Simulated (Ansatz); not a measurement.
SiNH4F (SMILES N[SiH2]F): name the method

SiNH4F: 7 atoms, total charge 0, spin state singlet. SMILES: `N[SiH2]F`. The coordinates come from a PBE0-D4/def2-TZVP relaxation. This is one conformer, not always the lowest.

```xyz
7

N    -0.7615    0.3390   -0.6252
Si    0.5311   -0.1157    0.3734
F     0.5151   -1.6539    0.8298
H    -0.7866    0.1051   -1.6036
H    -1.6822    0.5135   -0.2584
H     0.4559    0.6762    1.6207
H     1.7894    0.0680   -0.3823
```

Orbital energies are those of the mean-field step.

A calculation with Ansatz 0.2.0 gave:

```json
{"total energy": "-445.8552 Eh", "dipole moment": "2.19 D", "HOMO energy": "-12.31 eV", "LUMO energy": "7.56 eV", "HOMO–LUMO gap": "19.87 eV", "largest force": "5.385 eV/Å"}
```

Which of these levels gave the numbers?
A. PBE0/6-311G**
B. BLYP/def2-TZVP
C. HF/3-21G
D. CCSDT/ANO-RCC-MB (sfX2C)

D. The others give -442.8535 Eh (HF/3-21G), -446.6343 Eh (BLYP/def2-TZVP), -446.3444 Eh (PBE0/6-311G**).
